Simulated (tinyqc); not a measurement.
Inside a calculation. Method: UHF in the sto-6g basis, for LiH+, spin multiplicity 2. Computed by tinyqc, a small Python program that keeps every step (integrals from PySCF). Settings: charge = 1, multiplicity = 2, basis = sto-6g, energy threshold = 1e-10, iteration cap = 53, orthogonalisation = symmetric, start = Wolfsberg-Helmholz matrix, DIIS depth = 3, DIIS from iteration = 3, damping = 0.7, method = UHF. Command: `OMP_NUM_THREADS=1 python tinyqc.py 20912 20913 out.jsonl` (the two numbers bound the seeds that draw the settings). One thread of a shared host (Intel(R) Xeon(R) Processor @ 2.60GHz), about 0.2 s of CPU time with the checks.

Geometry (angstrom):
```
atom         x         y         z
Li    0.000000  0.000000  0.000000
H     0.000000  0.000000  1.924000
```

Stop when the energy changes by less than 1e-10 hartree and every element of the error matrix X^T (F D S - S D F) X (for each spin) is below 3e-06.

Course of the cycle:
```
iteration  E (hartree)     change  largest element of the error matrix
1          -7.67941690          -                             1.13e-01
2          -7.68625985  -6.84e-03                             9.12e-02
3          -7.69200402  -5.74e-03                             7.36e-02
4          -7.69664631  -4.64e-03                             5.93e-02
5          -7.70009128  -3.44e-03                             4.19e-02
6          -7.70295067  -2.86e-03                             2.94e-02
7          -7.70521997  -2.27e-03                             2.06e-02
8          -7.70694142  -1.72e-03                             1.44e-02
9          -7.70821171  -1.27e-03                             1.01e-02
10         -7.70913289  -9.21e-04                             7.05e-03
11         -7.70979338  -6.60e-04                             4.94e-03
12         -7.71026338  -4.70e-04                             3.46e-03
13         -7.71059613  -3.33e-04                             2.42e-03
14         -7.71083090  -2.35e-04                             1.69e-03
...                ...        ...                                  ...
40         -7.71138454  -2.24e-08                             1.59e-07
41         -7.71138455  -1.57e-08                             1.11e-07
42         -7.71138456  -1.10e-08                             7.79e-08
43         -7.71138457  -7.70e-09                             5.46e-08
44         -7.71138458  -5.39e-09                             3.82e-08
45         -7.71138458  -3.77e-09                             2.67e-08
46         -7.71138458  -2.64e-09                             1.87e-08
47         -7.71138459  -1.85e-09                             1.31e-08
48         -7.71138459  -1.29e-09                             9.17e-09
49         -7.71138459  -9.06e-10                             6.42e-09
50         -7.71138459  -6.34e-10                             4.49e-09
51         -7.71138459  -4.44e-10                             3.15e-09
52         -7.71138459  -3.11e-10                             2.20e-09
53         -7.71138459  -2.17e-10                             1.54e-09
```

Can the last value be used, and what does the course show?

Not by the stop rule, although the second column moves by less than 1e-07 over the last three steps. Not converged within the cap of 53 iterations: the residual falls steadily but slowly, by a factor of about 0.70 a step. Reruns (cap 100 unless said): DIIS 8: converged in 7; damping 0.5: converged in 32; level shift 0.5: converged in 24; atomic densities as start, DIIS 8: converged in 8; the original settings with a cap of 400: converged in 56. PySCF UHF in the same basis, after a stability check = -7.71138459 hartree.
